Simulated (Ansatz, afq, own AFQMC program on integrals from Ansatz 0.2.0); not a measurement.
Integrals from Ansatz 0.2.0, then the random walk in our own AFQMC program (afq).

```yaml
crystal:
  periodic: [false, false, false]
  atoms:
    - {symbol: Cl, position_ang: [-1.873470, 0.251057, 0.000000]}
    - {symbol: H, position_ang: [-0.594670, 0.251057, 0.000000]}
    - {symbol: N, position_ang: [1.099530, 0.251057, 0.000000]}
    - {symbol: H, position_ang: [1.368611, -0.753170, 0.000000]}
basis:
  gaussian: {orbitals: cc-pVTZ}
magnetization: {spin_polarized: true, initial_magnetization: 2}
correlation: {method: ccsd_t, electrons: outside_noble_gas, hamiltonian_folder: ham}
```

```sh
$ ansatz run in.yaml --threads 1 --pin off --events-out ev --progress --plain --max-ram 16896MiB --backend cuda --devices 0, --max-vram 18GiB
```

Options of the walk:

```
--method phaseless --trial hf --walkers 1500 --populations 20 --least-time 40 --time-step 0.005 --steps-per-block 20 --equilibration-blocks 112 --max-blocks 4000 --target-error 0.0011 --factor-cut 1e-05 --start spin_pure --seed 7825 --taylor-order 6
```

Times are imaginary, in 1/Eh. The walk had a cap of 98 s. With eight or more populations the least sampling time is a fifth of least-time, and the error comes from their spread.

```
orbitals 86  electrons 8 6  factors 529 of 536
reference energy -515.07953866 Eh
CCSD correlation -0.38410826 Eh in 13 cycles, weight of the determinant in the CISD state 0.8755
energy of the start -515.079957 Eh
 block  time / (1/Eh)  mean weight  energy / Eh
     1     0.100  1.0023  -515.192418
     2     0.200  1.0027  -515.264956
     3     0.300  1.0034  -515.318403
     4     0.400  1.0028  -515.353336
     5     0.500  1.0028  -515.381452
    10     1.000  0.9995  -515.444856
    56     5.600  0.9989  -515.478762
   111    11.100  1.0000  -515.478181
   166    16.600  1.0000  -515.474552
   221    22.100  1.0004  -515.481179
   232    23.200  1.0004  -515.460996
   276    27.600  1.0010  -515.470920
   331    33.100  0.9992  -515.476178
   342    34.200  0.9999  -515.492202
   386    38.600  1.0008  -515.479941
   441    44.100  0.9994  -515.475770
   452    45.200  0.9999  -515.492080
error from the spread of 20 populations
energy -515.476363 +/- 0.001072 Eh
(rows thinned)
```

(1) Estimate how long the walk took on 1 × NVIDIA H100 80GB HBM3 with 2 threads of AMD EPYC 7R13 Processor (Zen 3), on a shared host (the card was shared).

The run passed its tests (sampling time, drift between the halves within three errors, error under three times the target), which doesn't prove that it has relaxed. The second half of the sampling lies below the first by 2.0 errors of their difference, so the energy may still be moving and its error bar be too small.

Against this walk (error 29.2 meV) on the same determinant: CCSD(T) 6.5 meV higher (within the noise), the released energy of a separate walk with a CISD trial 35.6 ± 30.1 meV lower (within the noise), a separate phaseless walk with a CISD trial and standard settings 27.4 ± 29.7 meV lower (within the noise). The error is statistical and leaves out the bias of the constraint.

Cautions: constraint bias not in the error; lower spins were not checked.

Results:

(1) 80 s of wall time.

A walk keeps the symmetry of its determinant, which the program's search chose and which needn't be the lowest solution, so a lower state of the same spin and another symmetry isn't excluded.
